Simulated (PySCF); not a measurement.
Geometries of 2 isomers of C3H5F3, from PBE0-D3(BJ)/def2-SVP geometry optimisation, gas phase (PySCF). One conformer each, no zero-point energy, no frequencies.

Question: Which is lower in electronic energy at this level?
A.
```xyz
11
angstrom
F      0.327    1.733   -0.847
C     -0.497    0.648   -0.987
C     -0.519   -0.173    0.275
F     -1.124    0.531    1.289
C      0.865   -0.558    0.760
F      1.466   -1.349   -0.183
H     -0.131    0.021   -1.817
H     -1.517    0.999   -1.216
H     -1.109   -1.087    0.079
H      0.785   -1.109    1.711
H      1.465    0.353    0.915
```
B.
```xyz
11
angstrom
C     -1.245    0.192    0.533
C     -0.063   -0.595   -0.003
C      1.203    0.216   -0.075
F      1.059    1.293   -0.858
F      2.216   -0.503   -0.569
F      1.578    0.655    1.133
H     -1.037    0.578    1.541
H     -1.475    1.049   -0.117
H     -2.139   -0.443    0.590
H      0.159   -1.469    0.629
H     -0.257   -0.973   -1.018
```

Answer: B. That is `CCC(F)(F)F`, 30.4 kcal/mol below the other.

```tsv
SMILES	atoms numbered as above	E (Eh)	relative (kcal/mol)	relative (kJ/mol)	dipole (D)
CCC(F)(F)F	[CH3:1][CH2:2][C:3]([F:4])([F:5])[F:6]	-416.14990	0.0	0.0	2.21
FCC(F)CF	[F:1][CH2:2][CH:3]([F:4])[CH2:5][F:6]	-416.10139	30.4	127.4	1.50
```

As drawn, the lower has two fluorines on one carbon, which the higher lacks.
